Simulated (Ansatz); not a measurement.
# Bulk modulus B0 of some fcc solids

Method: r²SCAN-D4 (Ansatz, a program for electronic structure, PAW). References are measured values corrected to a static lattice. The table is a random draw of 6 from 10 solids with such references.

Values in GPa.

```csv
solid,reference,r²SCAN-D4,error (%)
fcc Ni,192 (186–195),225,+17.2
fcc Pt,289,280,-3.1
fcc Ag,110 (104–111),110,0.0
fcc Pb,47,45.9,-2.3
fcc Rh,271 (271–289),291,+7.4
fcc Pd,195 (187–198),191,-2.1
```

Over these 6 solids the mean error is +2.8 %, the mean absolute error 5.3 % (median 2.7 %), and the worst case fcc Ni at +17.2 %; the value is below the reference in 3 of 6 cases. Over all 10, from unrounded values, the mean error is +4.9 % and the mean absolute error 8.7 % (median 6.7 %).

All these references are brought to a static lattice.

Spin–orbit coupling is left out, also for the solids with elements from indium on (fcc Pt, fcc Pb); its size isn't shown.

Brackets give the range of the sources taken for a reference, where it is wide; it can hold other temperatures.

Differences are worked out from the printed values.

Each level is taken at its own relaxed cell. Ansatz's density-functional and Hartree–Fock values are scalar-relativistic unless marked +SOC, with PAW data made under PBE.

Ansatz's runs of these crystals have no spin polarisation, but for fcc Ni. Meta-GGAs and exact exchange favour moments, which can bear on fcc Ni, fcc Pt, fcc Rh, fcc Pd.

Density-functional runs with spin start from parallel moments for fcc Ni.

Not in this set, of the fcc solids with a reference value in our tables and a result at some level: 1 for sources at odds; 1 for no value at r²SCAN-D4 (not run, a failed fit, an unstable or unbound cell, or a value held back for tests). These can be a level's best or worst cases. Solids without a released value at any level aren't counted. Layered and molecular crystals are counted apart. The metals Ce to Yb are counted apart.

References as tabulated in Levämäki et al. (2014), arXiv:1402.3671; Mejia-Rodriguez and Trickey (2018), arXiv:1807.09216; doi:10.1021/acs.jctc.3c00612.
